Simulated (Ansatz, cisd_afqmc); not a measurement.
System: NH2, charge 0, doublet. NH2 (SMILES [NH2], doublet).
B3LYP-D3(BJ)/def2-TZVP minimum from Ansatz (a first-principles code):
```xyz
3

N      0.0046     0.0019     0.1418
H     -0.0276     0.7996    -0.5065
H     -0.0044    -0.8126    -0.4860
```
Charge 0, spin multiplicity 2.

Total energies in aug-cc-pVDZ, 7 correlated electrons, 1 frozen orbitals. Radicals and triplets start from unrestricted determinants; spin-orbit coupling is neglected. Cores are frozen in correlated methods. No relativity. AFQMC/CISD: phaseless, guided by CISD from CCSD amplitudes; bars are statistical, one sigma. Outlying blocks are dropped, and bars are widened where a walk drifts. Over all cases where full CI ran beside it in this data, AFQMC minus full CI had a median of +0.1 mEh and passed +0.4 mEh in a tenth of the cases.

| method | program | energy (Eh) | minus CCSDTQ (mEh) |
|---|---|---|---|
| HF | Ansatz | -55.57494 | 177.62 |
| MP2 | Ansatz | -55.72845 | 24.11 |
| CCSD | Ansatz | -55.74791 | 4.65 |
| CCSD(T) | Ansatz | -55.75184 | 0.72 |
| CCSDT(Q) | Ansatz | -55.75256 | 0.00 |
| CCSDTQ | Ansatz | -55.75256 | 0.00 |
| AFQMC/CISD | cisd_afqmc | -55.7524 ± 0.0001 | 0.2 ± 0.1 |

Rough core times of Ansatz's runs on a shared machine: CCSD(T) under 20 s, CCSDT(Q) 50 s, CCSDTQ 10 min.
